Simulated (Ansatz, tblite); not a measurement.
## C6H12 (2,3-dimethyl-1-butene): methods side by side

C6H12 has 18 atoms, charge 0, and is taken as a singlet. As SMILES, `C=C(C)C(C)C`. The coordinates come from a PBE0-D4/def2-TZVP relaxation. This is one conformer, not always the lowest.

Quantity: the atomisation enthalpy at 298 K, in kJ/mol. The values are calculated. The thermal term (zero-point and 298 K enthalpy, harmonic and unscaled) is that of HF/3-21G; the spin-orbit lowering of the free atoms at 298 K, 0.1 kJ/mol by their spectra, is taken off.

**The experiment to reproduce.** CRC Handbook of Chemistry and Physics gives the atomisation enthalpy at 298 K of the gas as 6980 kJ/mol.

```
                               level                   kind  program  value (kJ/mol)  computed − measured  CPU time (all runs)
                            GFN1-xTB         semi-empirical   tblite            8008                +1028            under 2 s
     HF/6-31G* (spherical functions)           Hartree–Fock   Ansatz            5171                -1809                5.7 s
  SVWN5/6-31G* (spherical functions)                    LDA   Ansatz            7942                 +962                9.3 s
    PBE/6-31G* (spherical functions)                    GGA   Ansatz            7077                  +97                 14 s
 r2SCAN/6-31G* (spherical functions)               meta-GGA   Ansatz            6941                  -39                 26 s
   PBE0/6-31G* (spherical functions)          global hybrid   Ansatz            6984                   +4                 16 s
    MP2/6-31G* (spherical functions)    perturbation theory   Ansatz            6408                 -572                7.3 s
CCSD(T)/6-31G* (spherical functions)  coupled cluster or CI   Ansatz            6355                 -625                 88 s
```

Nearest: PBE0/6-31G* (spherical functions) (+4 kJ/mol); farthest: HF/6-31G* (spherical functions) (-1809 kJ/mol). Computed less measured by kind, in kJ/mol (of the ab initio rows, those in 6-31G*): semi-empirical +1028; Hartree–Fock -1809; LDA +962; GGA +97; meta-GGA -39; global hybrid +4; perturbation theory -572; coupled cluster or CI -625. In a finite basis correlated wave-function methods underbind, so their errors here aren't those of the basis-set limit. CPU times are rough (shared hosts, several kinds of processor and program).
